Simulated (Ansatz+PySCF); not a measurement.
**quintet O₄ in separate pieces: levels of theory in one basis**

```yaml
atoms:
  - { symbol: O, position_ang: [0.0000, 0.0000, -0.5941] }
  - { symbol: O, position_ang: [0.0000, 0.0000, 0.5941] }
  - { symbol: O, position_ang: [29.8745, -0.5321, -0.2326] }
  - { symbol: O, position_ang: [30.1255, 0.5321, 0.2326] }
```

Basis set: STO-3G (spherical functions). Correlated methods keep 4 orbitals frozen. Correlation on ROHF uses semicanonical orbitals with singles. Charge 0, multiplicity 5.

Computed with Ansatz (development build ahead of 0.2.0); the reference of a correlated method needn't be the lowest determinant of its kind.

```json
{"method": "ROHF", "E − E(ROHF) (eV)": "0.00", "<S²> of the determinant": "6.00"}
{"method": "UHF", "E − E(ROHF) (eV)": "-0.10", "<S²> of the determinant": "6.01"}
{"method": "ROHF-MP2", "E − E(ROHF) (eV)": "-4.72", "<S²> of the determinant": "–"}
{"method": "UHF-MP2", "E − E(ROHF) (eV)": "-4.75", "<S²> of the determinant": "6.01"}
{"method": "ROHF-CCSD", "E − E(ROHF) (eV)": "-5.71", "<S²> of the determinant": "–"}
{"method": "UHF-CCSD", "E − E(ROHF) (eV)": "-5.71", "<S²> of the determinant": "6.01"}
{"method": "ROHF-CCSD(T)", "E − E(ROHF) (eV)": "-5.74", "<S²> of the determinant": "–"}
{"method": "UHF-CCSD(T)", "E − E(ROHF) (eV)": "-5.74", "<S²> of the determinant": "6.01"}
```

**Question.** What does full CI (lowest root of this spin) give on the same scale?

**Answer.** -5.81 eV.

**Question.** Is a single determinant a sound starting point here?

**Answer.** Only with care. Unrestricted orbitals gain 0.10 eV and <S²> is 6.01 against 6.00 for a pure state, but several determinants compete.

**Question.** Rank these methods by their distance from full CI in this basis, nearest first.
A. ROHF-CCSD(T)
B. UHF-MP2
C. ROHF-MP2
D. ROHF-CCSD

**Answer.** A (0.065 eV), D (0.101 eV), B (1.052 eV), C (1.085 eV).

Caution for ROHF-MP2, UHF-MP2: another reference gives a lower total. Caution for ROHF-CCSD(T): the determinant is a saddle point.
